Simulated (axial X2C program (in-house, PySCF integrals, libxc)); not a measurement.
**Nuclear properties of SH⁻**

Computed with an axial X2C code built on PySCF integrals: two-component X2C with atomic mean-field Coulomb and Gaunt terms, Gaussian nuclei, basis S dyall-av3z, H dyall-av3z with contracted cores.

R = 1.349 Å (near the PBE0 minimum at charge -1 of the determinant lowest at the starting distance; the state shown can have its own minimum elsewhere).

Determinant lowest in the PBE0 search, Ω = 0 (closed shell), highest spinor 81% S p, 13% H p, 6% H d:

| level | qzz S (a.u.) | qzz H (a.u.) |
| --- | --- | --- |
| PBE0 | 2.10 | 0.25 |
| HF | 2.22 | 0.26 |
| PBE50 | 2.16 | 0.25 |
| LDA | 2.01 | 0.25 |
| BP86 | 2.06 | 0.25 |

qzz is the electric field gradient, eQq0 = 234.96 MHz × Q/barn × qzz. The operators were transformed with the bare-nucleus X2C matrices; with these basis sets, hyperfine constants and field gradients can be off by tens of per cent, and where levels differ in sign neither size nor sign is settled.

**Question.** With Q(33S) = -0.0694 barn (Q from Pyykkö, Mol. Phys. 2018), turn the PBE0 values of the first state into constants in MHz.

**Answer.** eQq0(33S) = 234.96 × (-0.0694) × (2.10) = -34.2 MHz.

Each state is one determinant with collinear spin. For an anion, determinants above electron detachment, or with a positive highest level, are held by the basis set. The search compared states at one distance, so a state with another bond length can lie lower.
